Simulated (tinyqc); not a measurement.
Worked calculation: RKS/LDA (VWN5) in the sto-6g basis, for LiH, spin multiplicity 1. Computed by tinyqc, a small Python program that keeps every step (integrals from PySCF). Settings: charge = 0, multiplicity = 1, basis = sto-6g, energy threshold = 1e-10, iteration cap = 50, orthogonalisation = canonical, start = highest core orbitals, DIIS depth = 6, DIIS from iteration = 2, shift = 1.0, method = RKS, functional = lda,vwn, grid = [20, 50]. Command: `OMP_NUM_THREADS=1 python tinyqc.py 25676 25677 out.jsonl` (the two numbers bound the seeds that draw the settings). One thread of a shared host (Intel(R) Xeon(R) Processor @ 2.60GHz), about 0.6 s of CPU time with the checks.

Geometry (angstrom):
```
atom,x,y,z
Li,0.000000,0.000000,0.000000
H,0.000000,0.000000,2.352000
```

Stop when the energy changes by less than 1e-10 hartree and every element of the error matrix X^T (F D S - S D F) X is below 3e-06.

Course of the cycle:
```
iteration,E (hartree),change,largest element of the error matrix
1,-2.01233800,-,1.08e-01
2,-7.22126593,-5.21e+00,1.68e-01
3,-7.24131174,-2.00e-02,5.89e-02
4,-7.24371441,-2.40e-03,2.19e-02
5,-7.24404720,-3.33e-04,8.56e-03
6,-7.24409988,-5.27e-05,3.24e-03
7,-7.24410766,-7.77e-06,1.30e-03
8,-7.24410803,-3.76e-07,1.29e-03
9,-7.24410932,-1.29e-06,4.42e-04
10,-7.24411005,-7.31e-07,3.09e-04
11,-7.24411063,-5.82e-07,3.06e-04
12,-7.24411116,-5.26e-07,3.03e-04
13,-7.24411167,-5.11e-07,3.00e-04
14,-7.24411216,-4.88e-07,2.96e-04
...,...,...,...
37,-7.46075920,-1.27e-01,2.66e-01
38,-7.60932121,-1.49e-01,2.10e-01
39,-7.68472049,-7.54e-02,8.74e-02
40,-7.68664329,-1.92e-03,1.80e-01
41,-7.66556025,2.11e-02,2.47e-01
42,-7.64035764,2.52e-02,2.90e-01
43,-7.61024295,3.01e-02,3.13e-01
44,-7.55887303,5.14e-02,3.20e-01
45,-7.66028548,-1.01e-01,3.18e-01
46,-7.71841334,-5.81e-02,2.81e-01
47,-7.75500726,-3.66e-02,2.36e-01
48,-7.77988223,-2.49e-02,1.91e-01
49,-7.79775567,-1.79e-02,1.44e-01
50,-7.80643735,-8.68e-03,1.13e-01
```

Can the last value be used, and what does the course show?

Not by the stop rule. Not converged within the cap of 50 iterations: the residual wanders without falling. Reruns (cap 100 unless said): DIIS 8: converged in 16; damping 0.5: not converged; level shift 0.5: converged in 69; atomic densities as start, DIIS 8: converged in 10; the original settings with a cap of 400: converged in 185. PySCF RKS in the same basis, fine grid = -7.82585427 hartree, which differs from a converged run on this coarse grid by the grid error.
